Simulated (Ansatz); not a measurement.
## Ansatz (development build ahead of 0.2.0) run

```yaml
crystal:
  periodic: [false, false, false]
  atoms:
    - { symbol: Si, position_ang: [0.0, 0.0, 0.0] }
    - { symbol: Mg, position_ang: [0.0, 4.8282, 3.7048] }
    - { symbol: S, position_ang: [0.0, -4.1384, 3.1755] }
basis:
  gaussian: { orbitals: pcseg-2 }
magnetization:
  initial_magnetization: 2
hamiltonian:
  xc: r2scan
```

The input is written out in the form of the current development build from the run's settings.

Output:

```
Converged                       : yes
Total energy                    : -887.43901 hartree
Spin squared of the determinant : 2.000
Stability test                  : minimum among restricted orbitals
```

Caution: charge can spread falsely over distant fragments; an unrestricted determinant lies well below; other spin multiplicities may lie lower.
